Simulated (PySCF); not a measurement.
Molecule: SMILES [BH3-][NH3+], BH₆N.

Atoms are numbered as in `[BH3-:1][NH3+:2]` (H(Xn): hydrogen on atom n).

Spin–spin couplings on one PBE0-D3(BJ)/def2-SVP geometry, PySCF 2.14.0 with density-fitted response routines, gas phase, non-relativistic, equivalent pairs averaged; isotopes ¹¹B, ¹H, ¹⁵N; basis pcJ-1.

How do the couplings (Hz) change with the functional? Times are CPU seconds on shared hosts with different chips, so compare them loosely; the GGAs took longer than the global hybrids here, which isn't the general rule, and the cause wasn't traced.

## Answers


```tsv
functional	functions	¹J(B1,H(B1))	¹J(N2,H(N2))	¹J(B1,N2)	²J(H(N2),H(N2))	²J(H(B1),H(B1))	²J(B1,H(N2))	³J(H(B1),H(N2))	core-s
HF	114	121.8	-90.6	-6.8	-28.0	-19.0	-6.1	6.9	2.3
LDA	114	81.7	-57.3	0.8	-6.8	-6.2	-1.4	5.1	3.6
PBE	114	102.0	-65.4	-1.7	-9.4	-9.4	-2.4	6.0	5.4
KT2	114	104.7	-69.8	2.0	-14.9	-12.1	-2.3	7.7	5.5
B3LYP	114	110.7	-71.8	-2.2	-11.9	-8.9	-2.7	6.4	3.7
PBE0	114	103.5	-68.8	-2.2	-12.0	-10.7	-2.9	5.9	5.2
B97-2	114	108.3	-65.9	-5.4	-11.3	-8.0	-2.6	5.7	5.1
BHandHLYP	114	116.6	-78.4	-3.5	-15.9	-10.4	-3.6	6.5	5.2
CAM-B3LYP	114	107.3	-71.5	-1.8	-12.2	-9.0	-2.7	6.1	6.2
```
